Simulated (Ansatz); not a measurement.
# How far each method lies from UCCSDT(Q) for O–C–SiH, doublet

Geometry: displaced at random from a stationary point.

```xyz
4

O     0.0782    0.0196    1.7508
C    -0.0867    0.0719    0.6199
Si   -0.0101   -0.0912   -1.2217
H     0.0730    1.3746   -1.1354
```

Basis cc-pVDZ; Ansatz 0.2.0. Only valence electrons are correlated (noble-gas cores frozen), which leaves 15 electrons in 44 orbitals. R marks a restricted (for open shells ROHF) determinant, U an unrestricted one. Active spaces: frontier = (9e, 9o) about the gap.

Full CI isn't at hand for all of this; UCCSDT(Q) serves as the reference, and is uncertain by about the last step of the cluster series. The frozen core follows each run's orbitals, which can shift R against U totals by a few meV.

For open shells CISD is restricted-active-space CI with the open shells as a complete middle space.

- UHF ⟨S²⟩: 0.778
- T1 diagnostic (RCCSD): 0.0237
- largest doubles amplitude (RCCSD): 0.047
- T1 diagnostic (UCCSD): 0.0230

| level | E − E(UCCSDT(Q)) (kJ/mol) | share of correlation (%) | wall time |
| --- | --- | --- | --- |
| RHF | 1114.3 | 0.00 | – |
| UHF | 1103.6 | 0.95 | – |
| RMP2 | 105.0 | 90.58 | – |
| UMP2 | 109.1 | 90.21 | – |
| CISD | 167.5 | 84.97 | 9 s |
| RCCSD | 51.9 | 95.34 | – |
| UCCSD | 51.5 | 95.38 | – |
| RCCSD(T) | 7.6 | 99.31 | 9 s |
| UCCSD(T) | 7.9 | 99.29 | 9 s |
| BCCD(T) | 7.2 | 99.35 | 4.8 s |
| RCCSDT | 4.6 | 99.59 | – |
| UCCSDT | 4.5 | 99.59 | – |
| RCCSDT(Q) | 0.6 | 99.95 | 3.5 min |

The correlation energy at UCCSDT(Q), counted from RHF, is -11.549 eV. That run took 2.9 min on 1 thread of Arm Neoverse V1, shared host.

Run but not shown, since their state or frozen core can't be matched to the reference's or they repeat it: CASSCF (frontier space), MRCISD (frontier space), MRCISD+Q (frontier space).

Times hold each run's SCF and search for its determinant on a shared host, so for small cases they say little of a method's own cost; they ran on 1 thread of Arm Neoverse V1.
